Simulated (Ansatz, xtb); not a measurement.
# Isomers of CH5BO in order of energy

3 gas-phase structures of CH5BO, found in a search over its isomers (lower ones may exist). Each was relaxed with GFN2-xTB; where two conformers were screened, the lower at r2SCAN-D4/def2-SVP is listed:

A. `[BH2-]1C[OH+]1`, a singlet
B. `CBO`, a singlet
C. `BOC`, a singlet

**Question.** Estimate their order in r2SCAN-D4/def2-SVP energy at these geometries, lowest first.

**Answer.** Calculated order at r2SCAN-D4/def2-SVP: B (0.0), C (24.2), A (61.6) kcal/mol.

Energies above the lowest of each column, in kcal/mol; the last columns are at PBE0-D4/def2-TZVP geometries and were run for some of them only (a dash: not run or not comparable):

```
structure  GFN2-xTB  HF/STO-3G  r2SCAN-D4/def2-SVP  PBE0-D4/def2-TZVP  CCSD(T)/def2-TZVPP
        B       0.0        0.0                 0.0                0.0                 0.0
        C       0.3        9.8                24.2               24.1                23.9
        A      36.2       47.9                61.6                  –                   –
```

Every level run on B puts it lowest or level with the lowest. Flexible structures stand in one conformer each, not always the lowest. Frequencies (PBE0-D4/def2-TZVP) were run for B, C alone.

Programs: Ansatz 0.2.0, xtb 6.7.1.
